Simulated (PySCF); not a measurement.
Species: boranamine, BH₄N.
Bonds: B1–N2. Hydrogens: H3, H4 on B1; H5, H6 on N2.

Computed by this run: PBE0-D3(BJ)/def2-SVP geometry optimisation, gas phase in PySCF; density fitting, grid level 1; the optimiser is geomeTRIC in internal coordinates, started from a GFN2-xTB structure with every atom displaced at random (about 0.03 Å).

Step 0: E = -2227.5214 eV
```
atom  x, y, z in Å  |  force x, y, z in eV/Å
B1     -0.6236   -0.0491   -0.0056   -4.913   2.046  -0.289
N2      0.6746   -0.0407   -0.0046    4.423  -0.062   0.060
H3     -1.3551   -0.9798   -0.0492   -0.005  -0.721   0.114
H4     -1.1101    1.0817   -0.0379   -0.216  -0.361   0.079
H5      1.2765    0.7662   -0.0227   -0.134   0.355   0.041
H6      1.2071   -0.8704    0.0075    0.847  -1.258  -0.005
```

**Question.** Estimate the geometry and energy of step 1. (The exact step hangs on the optimiser's Hessian estimate; all steps are aligned on step 0, rigid shifts and turns removed.)

**Answer.** E = -2227.7742 eV, largest force 1.032 eV/Å
```
atom  x, y, z in Å  |  force x, y, z in eV/Å
B1     -0.6662    0.0609   -0.0145   -0.585  -0.609  -0.166
N2      0.7000   -0.0801   -0.0065    0.766   0.691   0.032
H3     -1.2289   -1.0044   -0.0423   -0.551   0.036   0.074
H4     -1.2342    1.1417   -0.0373    0.286  -0.230   0.045
H5      1.2838    0.7453   -0.0185    0.328  -0.055   0.037
H6      1.2149   -0.9554    0.0067   -0.243   0.167  -0.022
```

The energy changes by -0.2528 eV. The first-order estimate −F·Δx gives -0.6800 eV and the mean of the old and new forces, exact on a quadratic surface, -0.2501 eV. The step makes an angle of 67° with the force vector and moves no atom by more than 0.138 Å.

The cost below is that of the whole optimisation. The run took 3.8 s on an Intel Xeon Platinum 8488C with one thread, no GPU, shared host with 192 logical CPUs at a one-minute load of 112, and the process peaked at 0.26 GiB of memory.
